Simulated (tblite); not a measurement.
# CH5F2NS: the cost of one run

Computed with tblite 0.8.0 and PySCF 2.14.0; each step states its level. No surroundings beyond the atoms listed, unless a continuum is named. Atoms count from 0, parts from 1.

## Step 1: Starting point

10 atoms, charge 0, multiplicity 1; geometry: rigid parts in contact. Parts: 1 = atoms 0–2, `FSF`, charge 0; 2 = atoms 3–9, `CN`, charge 0.

## Step 2: Docking the parts with GFN2-xTB

Job settings and geometry (Å):

```
{"job": {"kind": "dock", "xc": "GFN2-xTB", "basis": "xTB"}, "charge": 0, "multiplicity": 1, "parts": [{"atoms": "0-2", "charge": 0, "multiplicity": 1}, {"atoms": "3-9", "charge": 0, "multiplicity": 1}]}
F      1.226113    -0.360478     0.000628
S      0.000616     0.718463    -0.002334
F     -1.226729    -0.357984     0.001706
C      0.966496     2.998897     2.425985
N      1.889471     2.418185     1.466217
H      0.146509     2.299767     2.587429
H      0.558467     3.916129     2.002580
H      1.414515     3.237599     3.401739
H      2.280859     1.556202     1.831714
H      2.660198     3.054903     1.292045
```

Method: GFN2-xTB search for minima from random contacts, gas phase.

Launch:

```sh
$ OMP_NUM_THREADS=1 python cluster_run.py task.json out
```

The driver reads the jobs from task.json and runs them one after another.

Q: Estimate the wall time of this first job on 1 thread of Intel Xeon Platinum 8375C at 2.90GHz, shared host.

About 7.2 s.
